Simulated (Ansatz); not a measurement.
CH4N, SMILES C[NH]: a ladder of basis sets, run with the Python package of Ansatz (0.2.0).

`basis_ch4n.py`
```python
import ansatz as az
from ase import Atoms

params = {
    "level": "ccsd_t",
}

atoms = Atoms(["C", "N", "H", "H", "H", "H"], positions=[
    [-0.06649, -0.27143, -0.23689],
    [-0.27609, 0.41603, 0.95763],
    [-0.25782, 0.36615, -1.11783],
    [-0.72309, -1.14201, -0.27324],
    [0.9823, -0.59295, -0.35893],
    [0.34119, 1.22421, 1.02926],
])
molecule = az.Crystal.molecule_from_ase(atoms)

job = (
    molecule.calculation()
    .correlation(params["level"], electrons="valence")
    .spin("collinear", total=1)
    .accuracy("medium")
    .scf(lower_state_search="off")
)

energies = {}
for basis in ["cc-pVDZ", "cc-pVTZ"]:
    report = job.basis(gaussian=basis).run(threads=1).report
    size = report["n_frozen"] + report["n_occupied"][0] + report["n_virtual"][0]
    energies[basis] = (report["reference_energy_ev"] / 27.211386246, report["free_energy_ev"] / 27.211386246)
    print(f"{basis:14s} {size:4d} orbitals  reference {energies[basis][0]:14.6f} Ha  total {energies[basis][1]:14.6f} Ha")

small, large = (energies[b][1] - energies[b][0] for b in ("cc-pVDZ", "cc-pVTZ"))
limit = (3 ** 3 * large - 2 ** 3 * small) / (3 ** 3 - 2 ** 3)
print(f"correlation energy: {small:.6f} and {large:.6f} Ha, extrapolated {limit:.6f} Ha")
print(f"share caught by the larger set: {100 * large / limit:.1f} %")
```

How far does the total energy move along this ladder of basis sets?

Against cc-pVDZ: cc-pVTZ -102.5 mHa. The last step alone is -102.50 mHa. From the first set to the last the time grows from 1.4 to 25.5 s.

The run itself:

Output of `python basis_ch4n.py`:
```text
cc-pVDZ          48 orbitals  reference     -94.599719 Ha  total     -94.923795 Ha
cc-pVTZ         116 orbitals  reference     -94.628964 Ha  total     -95.026291 Ha
correlation energy: -0.324076 and -0.397327 Ha, extrapolated -0.428169 Ha
share caught by the larger set: 92.8 %
```

Reading the output:
- The settings weren't tested for convergence.
- The geometry is a force-field or estimated start, not a minimum of this method, and the last set is no limit. Much of the fall in a total is atomic energy, which cancels in bond and reaction energies.
- The run takes the species as open-shell (spin multiplicity 2), which needn't be its ground state.
- Inner cores stay frozen, so this is valence correlation.
- An extrapolation from small basis sets is rough.
- Hardware and time: 28 s on 1 thread of Arm Neoverse V1 (shared host), peak memory 1.1 GiB.
